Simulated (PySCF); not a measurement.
This PySCF input (HF/aug-pcseg-2) gives -56.21933 Eh with 115 basis functions.

```python
import numpy as np, basis_set_exchange as bse
from pyscf import gto, scf, dft, df

basis = {'H': gto.basis.parse(bse.get_basis('aug-pcseg-2', elements=['H'], fmt='nwchem')), 'N': gto.basis.parse(bse.get_basis('aug-pcseg-2', elements=['N'], fmt='nwchem'))}
mol = gto.M(
    atom='''
    N     0.00224146   -0.00382052    0.11155442
    H    -0.00202883    0.95117179   -0.22808750
    H     0.80949996   -0.46442426   -0.29287493
    H    -0.82316134   -0.46000387   -0.25991854
    ''',
    basis=basis,
    charge=0,
    verbose=4,
    max_memory=2160,
)
mf = scf.RHF(mol)
mf = mf.density_fit(auxbasis=df.autoaux(mol))
mf.conv_tol = 1e-9
mf.max_cycle = 100
print('smallest overlap eigenvalue', np.linalg.eigvalsh(mol.intor('int1e_ovlp'))[0])
mf.kernel()
dip = mf.dip_moment()
```

Change:
```diff
- basis = {'H': gto.basis.parse(bse.get_basis('aug-pcseg-2', elements=['H'], fmt='nwchem')), 'N': gto.basis.parse(bse.get_basis('aug-pcseg-2', elements=['N'], fmt='nwchem'))}
+ basis = {'H': gto.basis.parse(bse.get_basis('def2-SVP', elements=['H'], fmt='nwchem')), 'N': gto.basis.parse(bse.get_basis('def2-SVP', elements=['N'], fmt='nwchem'))}
```

Question: What does the run give now?

Answer: -56.14867 Eh (HF/def2-SVP, 29 functions), a change of +70.66 mEh.
